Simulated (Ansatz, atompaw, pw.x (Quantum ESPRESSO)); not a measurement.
# N (Z = 7): does the PAW (atompaw) potential hold in the solid?

| Item | Value |
| --- | --- |
| Element | nitrogen |
| Generator | atompaw 4.2.0.5 |
| Type | PAW |
| Functional | PBEsol |
| Relativity | scalar-relativistic |
| Frozen core | [He] |
| Valence charge | 5 |
| Reference configuration | 2s2 2p3 |
| Partial waves | 2s (bound): rc 2.05 bohr; 2s channel at -1.05 Ry: rc 2.05 bohr; 2p (bound): rc 2.05 bohr; 2p channel at 1.7 Ry: rc 2.05 bohr; 3d channel at 0.45 Ry: rc 1.95 bohr; 3d channel at 1.45 Ry: rc 2.05 bohr |
| Local potential | bessel scheme, radius 1.85 bohr |
| Core correction | smooth core density matched at 2.05 bohr |
| Augmentation charge | gaussian compensation charge, radius 2.00 bohr; PAW radius 2.05 bohr; waves and projectors: custom polynom gramschmidtortho |

Atomic tests: cutoffs needed: 15 Ry and 25 Ry (the cutoffs (Ry, on a coarse ladder) from which the occupation-weighted sum of valence levels, in a spherical-Bessel basis at the reference potential, stays within 10 and 1 mRy of its value at 400 Ry); ghost test: no extra level below or beside the all-electron valence levels (s, p, d, f tested) (spherical-Bessel basis up to 400 Ry, 20 bohr box); lowest eigenvalue of the overlap operator: 0.93 (p channel).

Crystal test: bcc N in pw.x 7.5, no spin, 18³ k-points, Fermi–Dirac smearing 0.01 Ry, cutoffs 40/400 Ry. The lattice is a test structure that the element need not adopt, and mesh and smearing are coarse. Spin polarisation is left out.

pw.x input:

```
&control
  calculation='scf', prefix='x', pseudo_dir='./', outdir='./tmp', tstress=.true., disk_io='low'
/
&system
  ibrav=0, nat=1, ntyp=1, ecutwfc=40, ecutrho=400, nbnd=9,
  occupations='smearing', smearing='fd', degauss=0.01
/
&electrons
  conv_thr=1e-09, mixing_beta=0.4, electron_maxstep=70
/
ATOMIC_SPECIES
N 1.0 N.UPF
CELL_PARAMETERS angstrom
  -1.19913132 1.19913132 1.19913132
  1.19913132 -1.19913132 1.19913132
  1.19913132 1.19913132 -1.19913132
ATOMIC_POSITIONS crystal
N 0.0000 0.0000 0.0000
K_POINTS automatic
18 18 18 0 0 0
```

```bash
pw.x < N.scf.in > N.scf.out
```

Question: How does the run end?

Answer: It converges; the pressure is 1.75 GPa against -0.77 GPa from all-electron LAPW. The largest radius (2.05 bohr) exceeds half the bond length (1.96 bohr), so the spheres overlap, which is one possible source of error among others. The log shows:

```
Message from routine setup:
     using ibrav=0 with symmetry is DISCOURAGED, use correct ibrav instead
     lattice parameter (alat)  =       3.9249  a.u.
     unit-cell volume          =      46.5433 (a.u.)^3
     number of electrons       =         5.00
     number of Kohn-Sham states=            9
     kinetic-energy cutoff     =      40.0000  Ry
     charge density cutoff     =     400.0000  Ry
     scf convergence threshold =      1.0E-09
     Exchange-correlation= SLA PW PSX PSC
     number of k points=   195  Fermi-Dirac smearing, width (Ry)=  0.0100
     iteration #  1     ecut=    40.00 Ry     beta= 0.40
     total energy              =     -27.50472069 Ry
     estimated scf accuracy    <       0.00055102 Ry
     iteration #  2     ecut=    40.00 Ry     beta= 0.40
     total energy              =     -27.50457848 Ry
     estimated scf accuracy    <       0.00011690 Ry
     iteration #  3     ecut=    40.00 Ry     beta= 0.40
     total energy              =     -27.50458963 Ry
     estimated scf accuracy    <       0.00001739 Ry
     iteration #  4     ecut=    40.00 Ry     beta= 0.40
     total energy              =     -27.50458989 Ry
     estimated scf accuracy    <          2.2E-09 Ry
     iteration #  5     ecut=    40.00 Ry     beta= 0.40
     the Fermi energy is     9.4443 ev
!    total energy              =     -27.50458982 Ry
     estimated scf accuracy    <          8.2E-11 Ry
     smearing contrib. (-TS)   =      -0.00233061 Ry
     The total energy is F=E-TS. E is the sum of the following terms:
     one-electron contribution =       4.03281710 Ry
     hartree contribution      =       1.76962776 Ry
     xc contribution           =      -4.71802857 Ry
     ewald contribution        =     -20.07494274 Ry
     one-center paw contrib.   =      -8.51173278 Ry
     convergence has been achieved in   5 iterations
          total   stress  (Ry/bohr**3)                   (kbar)     P=       17.48
```
